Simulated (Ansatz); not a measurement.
**Si2NH7: small, medium and large basis sets**

How large a basis does Si2NH7 need? Two functionals and correlated methods are run in growing sets.

The runs use Ansatz 0.2.0, Gaussian basis; one geometry, several basis sets.

Plan: PBE0-D4/def2-SVP; ωB97M-V/def2-SVP; PBE0-D4/def2-QZVPP; ωB97M-V/def2-QZVPP; CCSD(T)/cc-pV(D+d)Z; CCSD(T)/cc-pV(T+d)Z; CCSD(T)/cc-pV(Q+d)Z; the functionals' def2-TZVPP values are taken from earlier runs.

## 1. Structure used throughout

The geometry comes from an earlier relaxation with PBE0-D4/def2-TZVP; it is a stationary point, not always the lowest conformer.

SMILES `[SiH3]N[SiH3]`, 10 atoms, charge 0, spin multiplicity 1.

Atoms are counted from 1 here; the program's logs count them from 0.

Bond lengths: Si1–N2 1.726 Å, Si1–H4 1.484 Å, Si1–H5 1.490 Å, Si1–H6 1.488 Å, N2–Si3 1.726 Å, N2–H7 1.011 Å, Si3–H8 1.484 Å, Si3–H9 1.488 Å, Si3–H10 1.490 Å. Angles: N2–Si1–H4 107.4°, N2–Si1–H5 112.6°, N2–Si1–H6 110.9°, H4–Si1–H5 109.0°, H4–Si1–H6 109.9°, H5–Si1–H6 107.1°, Si1–N2–Si3 128.9°, Si1–N2–H7 115.5°, Si3–N2–H7 115.5°, N2–Si3–H8 107.4°, N2–Si3–H9 110.9°, N2–Si3–H10 112.6°, H8–Si3–H9 109.8°, H8–Si3–H10 109.0°, H9–Si3–H10 107.1°.

Geometry (Å):

```xyz
10
charge 0, multiplicity 1
Si   -1.04293    0.75833   -0.87991
N     0.11993    0.50036    0.36870
Si    0.99571   -0.93534    0.75545
H    -1.37347   -0.56723   -1.45849
H    -0.53234    1.64522   -1.96253
H    -2.27427    1.39386   -0.33642
H     0.36194    1.31723    0.91296
H     0.40326   -2.04234   -0.03493
H     0.89748   -1.24286    2.20846
H     2.44470   -0.82724    0.42671
```

## 2. PBE0-D4 in def2-SVP

The input, in.yaml:

```yaml
crystal:
  periodic: [false, false, false]
  atoms:
    - {symbol: Si, position_ang: [-1.042933, 0.758335, -0.879905]}
    - {symbol: N, position_ang: [0.119926, 0.500358, 0.368697]}
    - {symbol: Si, position_ang: [0.995707, -0.935337, 0.755455]}
    - {symbol: H, position_ang: [-1.373472, -0.567233, -1.458491]}
    - {symbol: H, position_ang: [-0.532341, 1.645221, -1.962529]}
    - {symbol: H, position_ang: [-2.274268, 1.393860, -0.336423]}
    - {symbol: H, position_ang: [0.361940, 1.317233, 0.912960]}
    - {symbol: H, position_ang: [0.403262, -2.042342, -0.034927]}
    - {symbol: H, position_ang: [0.897482, -1.242858, 2.208464]}
    - {symbol: H, position_ang: [2.444697, -0.827237, 0.426709]}
basis:
  gaussian: {orbitals: def2-SVP}
hamiltonian: {xc: pbe0, dispersion: d4}
output: {orbitals: {seedname: orbitals}}
```

Started as:

```bash
$ ansatz run in.yaml --threads 2 --pin off --events-out ev --progress --plain --max-ram 32768MiB --backend cpu
```

Further steps of the session: ωB97M-V in def2-SVP; PBE0-D4 in def2-QZVPP; ωB97M-V in def2-QZVPP; CCSD(T) in cc-pV(D+d)Z; CCSD(T) in cc-pV(T+d)Z; CCSD(T) in cc-pV(Q+d)Z.

Before running them: what should the planned runs give, taken together? Wanted: MP2 correlation recovered, cc-pV(D+d)Z; MP2 correlation recovered, cc-pV(T+d)Z; MP2 correlation recovered, cc-pV(Q+d)Z; difference of two CCSD(T) limits: def2 sets; PBE0-D4: double and triple zeta above quadruple; ωB97M-V: double and triple zeta above quadruple.

The runs gave:

| quantity | value |
| --- | --- |
| MP2 correlation recovered, cc-pV(D+d)Z | 71.6 % |
| MP2 correlation recovered, cc-pV(T+d)Z | 89.1 % |
| MP2 correlation recovered, cc-pV(Q+d)Z | 95.4 % |
| difference of two CCSD(T) limits: def2 sets (earlier runs) less this series | -42 meV |
| PBE0-D4: double and triple zeta above quadruple | 8.20, 0.65 eV |
| ωB97M-V: double and triple zeta above quadruple | 8.29, 0.60 eV |

In words: For PBE0-D4 the step from double to triple zeta gains 7.54 eV and the next only 0.65 eV. In cc-pV(D+d)Z MP2 holds 72 % of its limit, in cc-pV(Q+d)Z 95 %, while Hartree-Fock is within 0.101 eV in the largest set. A limit from the def2 sets, made apart, differs by 42 meV, a least measure of the doubt on such a limit. These are total energies; as a rule much of such shifts cancels in differences, which this series doesn't test. The LUMO of ωB97M-V is positive and keeps falling with the basis (2.31 to 1.15 eV): an unbound level that the basis holds in place.
